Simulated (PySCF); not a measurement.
Gas-phase reaction: 2 Si + CCl₄ ⇌ Si₂C + 4 Cl

Energies from PySCF, thermal terms from the rigid-rotor harmonic-oscillator model, ideal gas at 1 bar. Table values come from the NASA 1993 polynomials. † marks an energy on the PBE0/def2-TZVP geometry and frequencies. Open shells (unrestricted): Si (multiplicity 3), Cl (multiplicity 2); the rest are closed-shell singlets. Spin-orbit splitting is ignored; it lowers the true energy and changes the entropy of Si, Cl. The table's entry may be an old estimate for Si₂C (not checked at source).

r2SCAN/def2-TZVP† gives ΔH°(298 K) = 268.9 kJ.

What does M06-2X/def2-TZVP† give, and where does the table lie?

M06-2X/def2-TZVP†: 230.7 kJ. Table: 216.6 kJ.
